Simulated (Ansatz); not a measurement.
Cost and result for the atomization energy of `Cc1ccno1` (11 atoms, 11 bonds).

Z-matrix (Å, degrees):
```
C
C 1 1.478
H 1 1.093 2 110.8
H 1 1.093 2 110.8 3 -119.5
H 1 1.089 2 110.1 3 120.3
C 2 1.357 1 133.7 3 -120.3
O 2 1.338 1 117.0 3 59.7
C 6 1.414 2 103.4 1 180.0
H 6 1.077 2 127.9 1 0.0
N 7 1.376 2 109.8 1 180.0
H 8 1.081 6 129.0 2 -180.0
```

Charge 0, multiplicity 1. The geometry is a stationary point of PBE0-D4/def2-TZVP. Program: Ansatz. All runs use 4 threads of an Intel Xeon Platinum 8488C on a shared host. Times are those of one run each, without the atoms' runs, and a repeat can differ threefold. Electronic energies, without spin–orbit coupling; frozen cores. CCSD(T)/CBS adds CCSD(T) − MP2 in def2-TZVPP to the MP2 limit, and its time is that of the two runs behind it. T1 = 0.015; the RHF reference is unstable towards UHF. HSE06 is the plane-wave form, built on full-range PBE exchange.

CCSD(T)/CBS is a level of theory with its own doubt, some kJ/mol a heavy atom from the limit and from the frozen cores, so smaller differences don't rank the functionals.

| level | functions | wall time |
| --- | --- | --- |
| LDA (SPW92)/def2-TZVPP | 256 | 1.2 s |
| BLYP-D4/def2-TZVPP | 256 | 2.3 s |
| BHLYP-D4/def2-TZVPP | 256 | 2.6 s |
| HSE06-D4/def2-TZVPP | 256 | 3 s |
| PBE0-D4/def2-TZVPP | 256 | 3 s |
| r2SCANh-D4/def2-TZVPP | 256 | 3.4 s |
| CCSD(T)/def2-SVP | 109 | 4.8 s |
| PBE-QIDH/def2-TZVPP | 256 | 4.9 s |
| ωB97X-V/def2-TZVPP | 256 | 7 s |
| ωB97M-V/def2-TZVPP (with forces) | 256 | 8.5 s |
| MP2/def2-QZVPP | 492 | 33 s |
| CCSD(T)/def2-TZVPP | 256 | 120 s |
| CCSD(T)/CBS(def2) | – | 2.5 min |

Q: What atomization energy does each give, and how far from CCSD(T)/CBS? (An estimate is asked.)

A: The calculation gave: 
| level | atomization (kJ/mol) | difference from CCSD(T)/CBS | per bond |
| --- | --- | --- | --- |
| LDA (SPW92)/def2-TZVPP | 5687.5 | 887.3 | 80.7 |
| BLYP-D4/def2-TZVPP | 4865.9 | 65.7 | 6.0 |
| BHLYP-D4/def2-TZVPP | 4609.3 | -190.9 | -17.4 |
| HSE06-D4/def2-TZVPP | 4893.0 | 92.8 | 8.4 |
| PBE0-D4/def2-TZVPP | 4887.7 | 87.5 | 8.0 |
| r2SCANh-D4/def2-TZVPP | 4801.6 | 1.4 | 0.1 |
| CCSD(T)/def2-SVP | 4580.8 | -219.4 | -19.9 |
| PBE-QIDH/def2-TZVPP | 4809.5 | 9.3 | 0.8 |
| ωB97X-V/def2-TZVPP | 4833.0 | 32.8 | 3.0 |
| ωB97M-V/def2-TZVPP (with forces) | 4837.6 | 37.4 | 3.4 |
| MP2/def2-QZVPP | 4890.5 | 90.3 | 8.2 |
| CCSD(T)/def2-TZVPP | 4667.7 | -132.5 | -12.0 |
| CCSD(T)/CBS(def2) | 4800.2 | 0.0 | 0.0 |

From r2SCAN to r2SCAN0 (25 % exact exchange), in def2-TZVPP and without D4, the atomization energy moves by −117.1 kJ/mol: exact exchange takes away binding that semilocal exchange gives to molecules. Leaving LDA and LC-ωPBE aside and taking each functional with its dispersion term where it has one, the values, not all of them listed here, spread over 430.7 kJ/mol, from BHLYP-D4 to PBE-D4. LDA lies +669.6 kJ/mol from PBE without D4, its usual overbinding. In def2-TZVPP, CCSD(T) changes the Hartree–Fock value by +1369.1 kJ/mol (the triples alone add +108.9 kJ/mol) and MP2 by +1513.9 kJ/mol; breaking electron pairs costs correlation energy, which Hartree–Fock lacks.
